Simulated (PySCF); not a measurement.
**C$_{4}$H$_{6}$FN: full NMR table**

```
Formula                               : C4H6FN
SMILES                                : NCC#CCF
Point group of the computed structure : Cs
Degrees of unsaturation               : 2
Carbon signals                        : 4
Proton signals                        : 3
```

Mapped SMILES: `[NH2:1][CH2:2][C:3]#[C:4][CH2:5][F:6]` (H(Xn): hydrogen on atom n).

How the numbers were obtained: J couplings at B3LYP/pcJ-1 (spin–dipole term only in couplings to heteroatoms), GFN2-xTB structure, shielding tensors at PBE0/pcSseg-1 (GIAO), in PySCF 2.14 (equivalent nuclei averaged, one conformer, relativity neglected, gas phase).

Chemical shifts δ = σref − σ; TMS for 1H (31.72 ppm), 13C (186.93 ppm); 19F (170.95 ppm) vs CFCl3; NH3 for 15N (267.73 ppm), all at this level.

```tsv
carbon	δC, type	δH (multiplicity, J in Hz)	HMBC from (abs. J ≥ 3 Hz)	span of the C tensor (ppm)
C2	35.7, CH2	3.62 (m)	–	42
C3	99.0, C	–	H(C5), H(C2)	256
C4	83.9, C	–	H(C5), H(C2)	237
C5	74.2, CH2	5.38 (m)	–	86
```

Other nuclei:
```
atoms  nucleus                    environment  δ (ppm)  σ (ppm)
H(N1)       1H  hydrogen on an amine nitrogen     0.90    30.82
   F6      19F      fluorine on an sp3 carbon   -248.9    419.8
   N1      15N                 amine nitrogen     43.5    224.3
```

Selected couplings (Hz, signed; the shortest-range and largest first, 30 at most; isotopes 13C, 19F, 1H, 15N): 1J(C5,F6) -222.9, 1J(C3,C4) 191.4, 1J(C5,H(C5)) 159.1, 1J(C2,H(C2)) 146.9, 1J(C4,C5) 86.0, 1J(C2,C3) 68.8, 1J(N1,C2) -3.2, 2J(F6,H(C5)) 53.5, 2J(C4,F6) 19.0, 2J(C3,C5) 13.3, 2J(C2,C4) 11.1, 2J(N1,H(C2)) -2.4, 3J(C3,F6) 10.6, 3J(C2,C5) 1.2, 4J(C2,F6) -3.5.

- Carbon types of the structure: 2 × C, 2 × CH2, leaving 2 H on heteroatoms.
- δC 99.0, 83.9: alkyne carbon; sp carbons lie upfield of alkene carbons because the cylindrical π system leaves one tensor component strongly shielded.
- δC 74.2: propargylic sp3 CH2 bonded to F; pulled downfield by the heteroatom.
- δC 35.7: propargylic sp3 CH2 bonded to N; pulled downfield by the heteroatom.
- δH 3.62: hydrogen on a propargylic sp3 CH2 bonded to N; its carbon carries N, which withdraws density.
- δH 0.90: hydrogen on an amine nitrogen; exchangeable, gas-phase position.

The OH or NH signal is concentration- and solvent-dependent in practice; the value given is the gas-phase one. C–F couplings over four or more bonds (about 3 Hz to the para carbon of a fluoroarene) are left out. Common functionals overestimate the size of one-bond C–F couplings by tens of Hz; these are unscaled. Splittings below 1 Hz are ignored in the labels, and close J values are merged. Couplings among chemically equivalent protons are left out too, so labels in AA′BB′ or AA′XX′ sets are apparent multiplicities. Shifts are as computed. Against solution values, carbons near 30 ppm lie about +3 ppm off and those near 130 ppm about +5 ppm. Of 1211 compounds with measured shifts, 218 miss one by over three times the rms of a fit or turn the order of signals round; such compounds aren't used in these exercises. Couplings to exchangeable protons are dropped. Unscaled 19F shifts against computed CFCl3 carry errors that often reach 10 to 50 ppm. Experimental scales use liquid or dissolved standards, which lie at an offset from isolated NH3 (liquid NH3: subtract about 20 ppm).
